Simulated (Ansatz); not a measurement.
# One shape, several levels: SiH4S (sulfanylsilane)

Wanted: a comparison of 6 runs (UPBE/STO-3G, UPBE0/STO-3G, wB97M-V/STO-3G, RPA@PBE/STO-3G, CCSDT(Q)/STO-3G, FCI/STO-3G) of SiH4S (sulfanylsilane). 

The results are computed with Ansatz 0.2.0.

45 further runs of the same task are left out: 1 that didn't finish, 44 set aside as unsound or not needed.

### 1 The structure to begin with

The species is SiH4S (6 atoms), meant as a singlet with charge 0. SMILES: `[SiH3]S`. The H6–S2 distance was set to 2.687 Å, away from the relaxed value. At this shape a bond of the SMILES string is far longer than usual.

Bond lengths: Si1–S2 2.137 Å, Si1–H3 1.485 Å, Si1–H4 1.482 Å, Si1–H5 1.485 Å. Angles: S2–Si1–H3 111.6°, S2–Si1–H4 104.8°, S2–Si1–H5 111.6°, H3–Si1–H4 110.0°, H3–Si1–H5 108.8°, H4–Si1–H5 110.0°.

### 2 The energy at UPBE/STO-3G (run 1)

File molecule.yaml:

```yaml
crystal:
  periodic: [false, false, false]
  atoms:
    - {symbol: Si, position_ang: [0.211388, -1.539258, -0.615494]}
    - {symbol: S, position_ang: [1.288488, -1.288458, 1.213306]}
    - {symbol: H, position_ang: [-1.248612, -1.350158, -0.421094]}
    - {symbol: H, position_ang: [0.489788, -2.934158, -1.031994]}
    - {symbol: H, position_ang: [0.680988, -0.594658, -1.660594]}
    - {symbol: H, position_ang: [0.526100, 1.263300, 1.572300]}
basis:
  gaussian: {orbitals: STO-3G}
magnetization: {spin_polarized: true, initial_magnetization: 0}
hamiltonian: {xc: {name: PBE}}
accuracy: high
```

Launch:

```bash
$ ansatz run molecule.yaml --threads 1 --pin off --max-ram 2610MiB --events-out events.jsonl --progress --plain --runs-dir runs
```

Standard output:

```text
Warning: RAYON_NUM_THREADS=1 ignored (pool sized by the plan → 1); use --threads N
Functional definition: PBE
  name "PBE"
  parameter kappa = 0.804
  parameter beta = 0.06672455060314922
  exchange = pbe_x(kappa = kappa, mu = beta*pi^2/3)
  correlation = pbe_c(beta = beta)
386 factors; integrals over basis functions are off by at most 1.8e-8 eV
mean field evaluation 1: about -18548.6755 eV, gradient 1.8e1 eV
mean field evaluation 2: about -18539.1266 eV, gradient 1.8e1 eV
mean field evaluation 4: about -18545.1203 eV, gradient 1.7e1 eV
mean field evaluation 8: about -18551.8887 eV, gradient 1.6e-4 eV
mean field evaluation 16: about -18551.9246 eV, gradient 1.1e0 eV
mean field evaluation 32: about -18551.1669 eV, gradient 1.3e1 eV
mean field -18552.45966241 eV, -681.7903172847 hartree, gradient 2.0e-8 eV, S^2 0.842492; 7 other end points of the search recorded, 0 dependent functions left out
reference -18552.45966451 eV, -681.7903173618 hartree; 17, 17 occupied and 5, 5 virtual orbitals, 386 factors
Total energy: -18552.45966451 eV, -681.7903173618 hartree
```

Run time: 5.4 s. Hardware: 1 thread of Arm Neoverse V2, shared host; peak memory 0.14 GiB.

### 3 A single-point energy at UPBE0/STO-3G (run 2)

File input.yaml:

```yaml
crystal:
  periodic: [false, false, false]
  atoms:
    - {symbol: Si, position_ang: [0.211388, -1.539258, -0.615494]}
    - {symbol: S, position_ang: [1.288488, -1.288458, 1.213306]}
    - {symbol: H, position_ang: [-1.248612, -1.350158, -0.421094]}
    - {symbol: H, position_ang: [0.489788, -2.934158, -1.031994]}
    - {symbol: H, position_ang: [0.680988, -0.594658, -1.660594]}
    - {symbol: H, position_ang: [0.526100, 1.263300, 1.572300]}
basis:
  gaussian:
    orbitals: STO-3G
magnetization:
  spin_polarized: true
  initial_magnetization: 0
hamiltonian:
  xc: {name: PBE0}
accuracy: high
```

Launch:

```bash
$ ansatz run input.yaml --threads 1 --pin off --max-ram 2610MiB --events-out events.jsonl --progress --plain --runs-dir runs
```

Standard output:

```text
Warning: RAYON_NUM_THREADS=1 ignored (pool sized by the plan → 1); use --threads N
Functional definition: PBE0
  name "PBE0"
  parameter a = 0.25
[... 2 set-up lines as earlier in the session ...]
  exchange = (1 - a)*pbe_x(kappa = kappa, mu = beta*pi^2/3) + a*exact_x
[... 1 set-up line as earlier in the session ...]
386 factors; integrals over basis functions are off by at most 1.8e-8 eV
mean field evaluation 1: about -18553.1001 eV, gradient 1.1e1 eV
mean field evaluation 2: about -18550.6664 eV, gradient 1.5e1 eV
mean field evaluation 4: about -18554.1007 eV, gradient 2.0e-1 eV
mean field evaluation 8: about -18554.0505 eV, gradient 2.3e-1 eV
mean field evaluation 16: about -18554.3634 eV, gradient 1.9e0 eV
mean field evaluation 32: about -18555.3781 eV, gradient 5.2e-1 eV
mean field -18555.41231025 eV, -681.8988250913 hartree, gradient 3.5e-8 eV, S^2 0.916703; 6 other end points of the search recorded, 0 dependent functions left out
reference -18555.41231183 eV, -681.8988251494 hartree; 17, 17 occupied and 5, 5 virtual orbitals, 386 factors
Total energy: -18555.41231183 eV, -681.8988251494 hartree
```

It took 5.1 s on 1 thread of Arm Neoverse V2, shared host; peak memory 0.14 GiB.

Runs 3 to 5 aren't shown in full; the table further down has their settings and results.

### 4 The energy at FCI/STO-3G (run 6)

File in.yaml:

```yaml
crystal:
  periodic: [false, false, false]
  atoms:
    - {symbol: Si, position_ang: [0.211388, -1.539258, -0.615494]}
    - {symbol: S, position_ang: [1.288488, -1.288458, 1.213306]}
    - {symbol: H, position_ang: [-1.248612, -1.350158, -0.421094]}
    - {symbol: H, position_ang: [0.489788, -2.934158, -1.031994]}
    - {symbol: H, position_ang: [0.680988, -0.594658, -1.660594]}
    - {symbol: H, position_ang: [0.526100, 1.263300, 1.572300]}
basis:
  gaussian: {orbitals: STO-3G}
accuracy: high
correlation: {method: fci, frozen_orbitals: {H: 0, S: 5, Si: 5}}
```

Launch:

```bash
$ ansatz run in.yaml --threads 1 --pin off --max-ram 2610MiB --events-out events.jsonl --progress --plain --runs-dir runs
```

Standard output, shortened:

```text
Warning: RAYON_NUM_THREADS=1 ignored (pool sized by the plan → 1); use --threads N
Functional definition: HF
  name "HF"
[...]
386 factors; integrals over basis functions are off by at most 1.8e-8 eV
[...]
mean field -18526.21765920 eV, -680.8259414543 hartree, gradient 3.1e-8 eV, S^2 0.000000; 0 other end points of the search recorded, 0 dependent functions left out; unrestricted orbitals would lower it
[...]
unrestricted determinant -18530.41897687 eV, -680.9803370310 hartree, S^2 0.9736
10 core orbitals not correlated: weight in the atoms' cores, before any rotation towards them, 1.000 or more for the frozen orbitals, at most 0.000 for the correlated occupied ones
reference -18526.21765920 eV, -680.8259414543 hartree; 7, 7 occupied and 5, 5 virtual orbitals, 386 factors
state -18532.60418224 eV, -681.0606418470 hartree
Total energy: -18532.60418224 eV, -681.0606418470 hartree
```

Run time: 2.8 s. Hardware: 1 thread of Arm Neoverse V2, shared host; peak memory 0.11 GiB.

### 5 Overview of the runs

```tsv
run	level	frozen core orbitals	energy (Eh)	wall time
1	UPBE/STO-3G	–	-681.790317	5.4 s
2	UPBE0/STO-3G	–	-681.898825	5.1 s
3	wB97M-V/STO-3G	–	-682.137581	21 s
4	RPA@PBE/STO-3G	10	-681.088798	1.7 s
5	CCSDT(Q)/STO-3G	10	-681.060672	0.28 s
6	FCI/STO-3G	10	-681.060642	2.8 s
```

### 6 What came out

```
                                           quantity          value
                                run 6: total energy  -681.06064 Eh
run 6: correlation energy (10 core orbitals frozen)     -234.7 mEh
```

In words: Against full CI in this basis: CCSDT(Q) -0.0 mEh. Totals of different functionals can't be ranked against each other. In runs 4, 5 the log says that unrestricted orbitals would lower the reference, so the values rest on an unstable closed-shell determinant (other closed-shell runs at this shape may share the fault). In runs 1, 2, 3, 4, 5, 6 the basis is minimal, so the values are rough. In runs 3, 4 a closed-shell determinant meets a far-stretched bond, which it describes badly. Spin contamination of the reference: run 2 ⟨S²⟩ = 0.92, run 1 ⟨S²⟩ = 0.84. Where it is this large, the reference is a mixture of spin states, and values that rest on it are in doubt. All runs together took 37 s, the longest 21 s.
